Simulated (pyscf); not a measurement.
`[CH3][CH2][Br]` + `[Cl]` [doublet] → `[CH3][CH2][Cl]` + `[Br]` [doublet], a substitution at C (doublet surface; Br–C broken, C–Cl formed). Structures and frequencies: ωB97X-D3(BJ)/def2-SVP in PySCF. Energies in kcal/mol from the separated reactants.

Small-basis levels: PySCF, no dispersion term, spherical d functions. AM1 to PM7: differences of heats of formation from MOPAC, which are fitted to 298 K values and so differ in kind from electronic energies by zero-point and thermal terms. GFN2-xTB: tblite. Open shells are spin-unrestricted. 

```
level                       barrier  reaction energy
-----------------------  ----------  ---------------
HF/3-21G                 (withheld)             -1.8
SVWN5/6-31G*+LANL2DZ           -7.0            -20.5
BP86/6-31G*+LANL2DZ      (withheld)            -18.2
PBE/6-31G*+LANL2DZ              2.3            -18.1
B3LYP/6-31G*+LANL2DZ            9.8            -18.7
B3LYP/6-311+G**+LANL2DZ        10.3            -16.9
GFN2-xTB                        9.8            -19.5
AM1                            16.7            -15.1
PM7                            13.6            -16.1
ωB97M-D3(BJ)/def2-TZVP   (withheld)            -13.7
```

Question: Complete the blanks.

Answer: 
- HF/3-21G, barrier: 29.3
- BP86/6-31G*+LANL2DZ, barrier: 2.8
- ωB97M-D3(BJ)/def2-TZVP, barrier: 17.0

Against the last row the barrier runs from -24.1 (SVWN5/6-31G*+LANL2DZ) to +12.3 kcal/mol (HF/3-21G). At SVWN5/6-31G*+LANL2DZ this geometry lies under one side, so the entry may be no barrier of that level: it is a single point on another level's saddle. ωB97M-D3(BJ)/def2-TZVP has limits of its own. Abstraction by the radical was not located in this set and often lies lower. One saddle was located; it need not be the lowest between these sides. The angle at the attacked C is 149°. Left out: the spin-orbit lowering of Br, Cl, which is large for Br, Se, Te and I. In the def2 sets elements up to Kr have no core potential.
